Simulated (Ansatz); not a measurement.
B₂C⁻. Total charge -1; doublet. Geometry PBE0-D4/def2-TZVPD; atoms count from 1.

Cartesian coordinates in Å:
```
B 0.043 -0.141 -0.937
B -0.642 -0.184 0.674
C 0.599 0.325 0.263
```

The structure comes from a short search, and lower isomers may exist.

Problem. Estimate the Mulliken populations from the PBE0/def2-TZVPD orbitals of Ansatz.

Solution. 
| atom | charge (e) | spin (α − β) |
| --- | --- | --- |
| B1 | -0.47 | 0.46 |
| B2 | -0.47 | 0.46 |
| C3 | -0.07 | 0.08 |
Mulliken values and Mayer orders depend strongly on the basis. With diffuse functions, as here, like atoms can get unlike values, and bond orders can come out too low or too high.

Problem. Where does the spin sit?

Solution. Summed by element: B 0.92, C 0.08, of 1 unpaired in all. Largest on single atoms: B1 0.46, B2 0.46, C3 0.08.

Problem. And the Mayer bond orders between bonded heavy atoms (over 0.3)?

Solution. B1–B2 1.22 (1.75 Å); B1–C3 1.69 (1.40 Å); B2–C3 1.69 (1.40 Å).
